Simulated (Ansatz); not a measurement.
# Worked example: correlation energy of BP, triplet

Geometry: a point of a stretch scan, not a stationary point.

```xyz
2

B     0.0000    0.0000    0.0000
P     0.0000    0.0000    1.8950
```

Basis 6-31G; Ansatz 0.2.0. Correlated methods freeze the noble-gas cores, which leaves 8 electrons in 16 orbitals. Prefix R: restricted or restricted open-shell reference.

Full CI is exact within this basis and frozen core; it isn't the basis-set limit.

Runs differ by some tens of microhartree through their thresholds and, for an open shell, their frozen cores, so steps under 0.03 kcal/mol mean nothing.

| level | total energy (hartree) |
| --- | --- |
| RHF | -365.232061 |
| RMP2 | -365.322097 |
| RCCSD | -365.341915 |
| RCCSD(T) | -365.348144 |
| RCCSDT | -365.349846 |
| RCCSDT(Q) | -365.349885 |
| RCCSDTQ | -365.350083 |
| full CI | -365.350099 |

Problem. What is the correlation energy at full CI, and what share of it do RMP2 and RCCSDT recover?

Solution. E(corr) = -365.350099 − (-365.232061) = -0.118038 hartree = -3.212 eV. RMP2: -0.090036 / -0.118038 = 76.28 %. RCCSDT: -0.117785 / -0.118038 = 99.79 %.

Problem. By how many kcal/mol does RCCSD(T) miss full CI (1 hartree = 627.509 kcal/mol), and which steps make up the rest?

Solution. -365.348144 − (-365.350099) = 0.001955 hartree = 1.23 kcal/mol. Steps: RCCSDT − RCCSD(T) = -1.07, RCCSDT(Q) − RCCSDT = -0.02, RCCSDTQ − RCCSDT(Q) = -0.12, full CI − RCCSDTQ = -0.01 kcal/mol. Differences between like states or geometries often cancel part of this.
